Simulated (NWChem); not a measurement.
Molecule: difluoromethane (CH₂F₂); SMILES FCF

```xyz
5

F      1.0976     0.0000    -0.2887
C      0.0000     0.0000     0.4996
F     -1.0976     0.0000    -0.2887
H      0.0000     0.9118     1.1031
H      0.0000    -0.9118     1.1031
```
Atoms are numbered in this order, from 1.

All runs: NWChem. Pople sets run with spherical d functions. Structure relaxed at the PBE0-D3(BJ)/def2-TZVP level. Atomic charges in e: unrestrained fits to the electrostatic potential beside Mulliken populations; buried atoms are poorly determined by the fit.

Problem. What does the run give for Hartree-Fock/6-31G*? Quantities: ESP F1; Mulliken F1; ESP C2; Mulliken C2; ESP F3; Mulliken F3; relative RMS misfit of the potential (%).

Solution. 
```
Property                                  Result
----------------------------------------  ------
ESP F1                                     -0.28
Mulliken F1                                -0.42
ESP C2                                      0.54
Mulliken C2                                 0.54
ESP F3                                     -0.28
Mulliken F3                                -0.42
relative RMS misfit of the potential (%)      17
```
